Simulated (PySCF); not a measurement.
# How exact exchange moves a shielding

Molecule: `CC(C)(C)S`, C4H10S.

Mapped SMILES: `[CH3:1][C:2]([CH3:3])([CH3:4])[SH:5]`; H(Xn) means a hydrogen on atom n.

GIAO shieldings (ppm, equivalent atoms averaged) in PySCF 2.14 on the PBE0-D3(BJ)/def2-SVP geometry, basis pcSseg-1, gas phase, non-relativistic:

```csv
functional,exact exchange (%),σ(C2),σ(S5)
BLYP,0,125.5,410.5
BP86,0,131.1,432.3
PBE,0,132.0,435.4
B3LYP,20,132.5,433.8
PBE0,25,140.1,463.0
BHandHLYP,50,141.5,465.2
HF,100,155.5,518.7
```

(1) Fit each shielding as a line in the percentage of exact exchange.

(2) What does the line predict for mPW1PW91 (25 %), and what does the run give?

Results:

(1) σ(C2) = 129.7 + 0.26 x (rms 2.6 ppm); σ(S5) = 425.9 + 0.91 x (rms 10.2 ppm). The functionals also differ in their semilocal parts, which the line can't hold; Hartree–Fock has no correlation at all.

(2) σ(C2): 136.2 predicted, 139.3 computed; σ(S5): 448.6 predicted, 459.8 computed ppm.
